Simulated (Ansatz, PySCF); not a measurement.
Dissociation curve of BeH, doublet.

UKS-B3LYP/6-31G* = unrestricted B3LYP/6-31G*, spherical d (PySCF); FCI = full CI/cc-pVQZ, frozen core (Ansatz, a program for electronic structure).

Energies relative to the lowest point of each curve near equilibrium, in kcal/mol:

| R / Å | UKS-B3LYP/6-31G* |
|---|---|
| 1.09 | 16.6 |
| 1.16 | 7.9 |
| 1.22 | 3.4 |
| 1.27 | 1.2 |
| 1.33 | 0.1 |
| 1.36 | 0.0 |
| 1.39 | 0.2 |
| 2.03 | 31.1 |
| 2.25 | 41.3 |
| 2.72 | 53.1 |
| 3.29 | 57.0 |
| 5.47 | 57.9 |

**Question.** Estimate the FCI values at these points.

**Answer.** 1.09: 15.9; 1.16: 7.5; 1.22: 3.1; 1.27: 1.0; 1.33: 0.0; 1.36: 0.0; 1.39: 0.3; 2.03: 30.2; 2.25: 39.5; 2.72: 48.3; 3.29: 49.7; 5.47: 49.8 (kcal/mol).
